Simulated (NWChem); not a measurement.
# Basis-set dependence for Al (+1)

```
Al
```
Charge +1, spin multiplicity 1.

All runs are NWChem calculations.

Hartree-Fock energies in Ha, correlation energies in mHa.

The correlated methods keep 5 core orbitals frozen. Coupled-cluster values serve here as a point of comparison, not as the truth.

```json
[
 {"basis": "3-21G", "functions": "13", "RHF": "-240.34831", "MP2": "-21.5", "SCS-MP2": "-25.9", "CCSD": "-37.3", "CR-CCSD[T]": "-37.3", "CR-CCSD(T)": "-37.3", "CCSDT": "-37.3"},
 {"basis": "def2-SVP", "functions": "18", "RHF": "-241.58509", "MP2": "-25.4", "SCS-MP2": "-30.5", "CCSD": "-38.2", "CR-CCSD[T]": "-38.2", "CR-CCSD(T)": "-38.2", "CCSDT": "-38.2"},
 {"basis": "def2-TZVP", "functions": "37", "RHF": "-241.66873", "MP2": "-27.3", "SCS-MP2": "-32.7", "CCSD": "-39.3", "CR-CCSD[T]": "-39.3", "CR-CCSD(T)": "-39.3", "CCSDT": "-39.3"},
 {"basis": "def2-QZVP", "functions": "70", "RHF": "-241.67454", "MP2": "-29.4", "SCS-MP2": "-35.3", "CCSD": "-40.3", "CR-CCSD[T]": "-40.3", "CR-CCSD(T)": "-40.3", "CCSDT": "-40.3"}
]
```

From def2-TZVP to def2-QZVP the Hartree-Fock energy moves by -5.8 mHa and the MP2 correlation energy by -2.1 mHa, which is 7 % of its value in the larger set.
